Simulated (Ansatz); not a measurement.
Wavefunction ladder for C₂H₆S₂ (`CSCS`)

Z-matrix (Å, degrees):
```
C
S 1 1.794
H 1 1.092 2 111.3
H 1 1.090 2 106.9 3 119.0
H 1 1.091 2 110.2 3 -122.4
C 2 1.795 1 100.2 3 66.7
S 6 1.811 2 116.8 1 63.3
H 6 1.090 2 106.1 1 -173.4
H 6 1.092 2 110.5 1 -56.8
H 7 1.342 6 96.2 2 58.3
```

The species carries charge 0 and has multiplicity 1. Geometry: relaxed with PBE0-D4/def2-TZVP. It is one conformer, not always the lowest. Frozen core, restricted reference, the Gaussian-basis code of Ansatz. CBS rows extrapolate triple and quadruple zeta; past MP2 they add the triple-zeta difference.

| basis | HF (Eh) | MP2 corr. |
| --- | --- | --- |
| def2-SVP | -873.96797 | -0.55471 |
| def2-TZVPP | -874.33710 | -0.71006 |
| def2-QZVPP | -874.36369 | -0.76453 |

Question: Estimate the CCSD correlation energy and the (T) correction in each basis where they were run (hartree).

Answer: 
```tsv
basis	CCSD corr.	(T)
def2-SVP	-0.61127	-0.01854
def2-TZVPP	-0.76392	-0.03409
CBS(def2)	-0.85874	as TZ
```
